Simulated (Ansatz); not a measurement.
Relaxation of C3H3OS (8 atoms, charge 1, multiplicity 1), to a largest force component of 0.015 eV/Å in at most 40 steps.

Theory: Ansatz, RKS PBE-D4/def2-SVP.

```xyz
8
Properties=species:S:1:pos:R:3
C -0.765 1.447 0.002
O -0.573 0.235 -0.270
C 0.465 -0.503 0.119
C 0.583 -1.796 -0.224
S 0.794 -3.265 -0.567
H -0.081 2.038 0.604
H -1.667 1.893 -0.397
H 1.243 -0.049 0.733
```

Where does it end, and by what steps?

It converged. Limits of this set-up: the dipole of an ion depends on the origin. After 5 steps the energy has fallen by 0.083 eV; S5 moved furthest, 0.09 Å.

```json
{"step": "0", "energy less start (eV)": "0.0000", "largest force component (eV/Å)": "1.010", "accepted": "yes"}
{"step": "1", "energy less start (eV)": "-0.0642", "largest force component (eV/Å)": "0.525", "accepted": "yes"}
{"step": "2", "energy less start (eV)": "-0.0807", "largest force component (eV/Å)": "0.194", "accepted": "yes"}
{"step": "3", "energy less start (eV)": "-0.0821", "largest force component (eV/Å)": "0.069", "accepted": "yes"}
{"step": "4", "energy less start (eV)": "-0.0824", "largest force component (eV/Å)": "0.087", "accepted": "yes"}
{"step": "5", "energy less start (eV)": "-0.0831", "largest force component (eV/Å)": "0.014", "accepted": "yes"}
```

```xyz
8
Properties=species:S:1:pos:R:3
C -0.783 1.456 -0.005
O -0.550 0.226 -0.260
C 0.525 -0.498 0.156
C 0.591 -1.799 -0.221
S 0.716 -3.279 -0.618
H -0.082 2.050 0.611
H -1.714 1.855 -0.439
H 1.298 -0.010 0.776
```

Whether the end is a true minimum wasn't checked by a vibrational analysis.

The run took 30 s on 1 thread of Arm Neoverse N1, on a shared host, peak memory 0.13 GiB.
